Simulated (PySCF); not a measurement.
Species: 1-azetine, C3H5N.
Bonds: C1–N2 (double), N2–C3, C3–C4, C1–C4. Hydrogens: H5 on C1; H6, H7 on C3; H8, H9 on C4.

Level of theory: PBE0-D3(BJ)/def2-TZVP geometry optimisation, gas phase in PySCF.

Task: What internal coordinates does the optimisation give?

Result: 
```tsv
bond	length (pm)
C1=N2	128.0
N2–C3	148.5
C3–C4	154.7
C1–C4	149.6
C1–H5	109.0
C3–H6, C3–H7	109.2
C4–H8, C4–H9	109.2
```

Bonds in one row agree within 1 pm and their mean is given. A selection of angles:
```tsv
angle	degrees
N2–C1–C4	99.8
N2–C1–H5	126.2
C4–C1–H5	133.9
C1–N2–C3	90.5
N2–C3–C4	89.1
N2–C3–H6	112.6
C4–C3–H6	116.1
H6–C3–H7	109.3
C3–C4–H8	116.4
C1–C4–C3	80.6
C1–C4–H8	116.3
H8–C4–H9	109.1
```

Torsions: C4–C1–N2–C3 0° (synperiplanar); C1–N2–C3–C4 0° (synperiplanar); N2–C3–C4–C1 0° (synperiplanar); N2–C1–C4–C3 0° (synperiplanar).

The 2 C–N bonds span 1.280 Å (C1=N2, drawn double) to 1.485 Å (N2–C3, drawn single), a spread of 0.205 Å. The 2 C–C bonds span 1.496 Å (C1–C4, drawn single) to 1.547 Å (C3–C4, drawn single), a spread of 0.051 Å. The 4-membered ring C1–N2–C3–C4 has internal angles of 80.6° to 99.8°; it is planar, 0.00 Å rms from its mean plane, widest ring torsion 0°. The 4 heavy atoms lie in one plane (0.000 Å rms).

Point group: Cs (every atom within 0.08 Å of its image). No PBE0-D3(BJ)/def2-TZVP frequencies stand behind this structure, so it isn't proved a minimum.

Hardware: an Arm Neoverse N1 with one thread, no GPU (shared host). Cost: 1.8 min of wall time, 0.62 GiB resident at most. That covers the optimisation of the geometry.
